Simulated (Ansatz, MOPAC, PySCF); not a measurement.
Dimer: HCl (SMILES Cl) (first 2 atoms) with HCl (SMILES Cl); geometry from NCB31 set.
(charge 0, multiplicity 1):
```xyz
4

Cl     1.86082    -0.06541    -0.00007
H      1.75394     1.21098     0.00034
Cl    -1.92527     0.00557    -0.00010
H     -0.65843    -0.19370     0.00248
```

Interaction energies are E(AB) − E(A) − E(B) at the monomers' geometry in the complex; basis-set methods are counterpoise corrected.

The state that AM1 reach isn't checked.

Codes used: Ansatz (a program for electronic structure) with Gaussian orbitals; MOPAC for AM1 (differences of heats of formation); PySCF for the dispersion terms. 

Question: One of these levels gives -4.5 kJ/mol for the interaction energy. Which one is it?
A. AM1
B. HF/aug-cc-pV(T+d)Z
C. r2SCAN-D3(BJ)/def2-TZVPPD

Answer: A, AM1. The others give -0.9 (HF/aug-cc-pV(T+d)Z), -9.0 (r2SCAN-D3(BJ)/def2-TZVPPD)
